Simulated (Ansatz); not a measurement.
Born–Oppenheimer molecular dynamics of CH₅BCl (8 atoms, charge 0, multiplicity 2). It starts at the highest image of a converged band, a first-order saddle point between two minima.

These are results of UKS BHLYP-D4/6-31G* in Ansatz 0.2.0, not measurements.

```yaml
ensemble: NVE (velocity Verlet)
time_step: 0.5 fs
steps_asked: 200
starting_velocities_drawn_for: 100 K
seed: 2722
```

First frame:

```xyz
8
Properties=species:S:1:pos:R:3
B 0.011 0.045 -0.057
H -0.017 -0.013 1.452
C 1.362 0.038 -0.814
H 1.685 -1.004 -0.887
H 1.299 0.430 -1.827
H 2.141 0.563 -0.266
Cl -1.556 0.024 -0.818
H -0.031 -0.084 2.372
```

**Question.** How far do the bonds stretch over the last three quarters of this one trajectory? (Pairs bonded in most of those frames.)

**Answer.** 
| bond | mean (Å) | spread (Å) | shortest | longest |
| --- | --- | --- | --- | --- |
| B1–H2 | 1.204 | 0.092 | 1.07 | 1.33 |
| B1–C3 | 1.556 | 0.013 | 1.52 | 1.59 |
| B1–Cl7 | 1.759 | 0.022 | 1.72 | 1.80 |
| C3–H4 | 1.094 | 0.008 | 1.08 | 1.11 |
| C3–H5 | 1.089 | 0.012 | 1.07 | 1.11 |
| C3–H6 | 1.086 | 0.004 | 1.08 | 1.09 |

Mean temperature of the second half: 486 K. The conserved energy stayed within 0.31 meV per atom of its start (net change 0.043 meV per atom), so the integration is sound. The kinetic energy rose, since the run started high on the potential surface and went downhill. It ends in pieces (CH4BCl + H), so much of that is their flight and rotation, not heat. A run of 0.1 ps of so small a system gives no equilibrium averages.

The run took 10 min on 1 thread of Arm Neoverse V1, with other jobs on the host, peak memory 0.14 GiB.
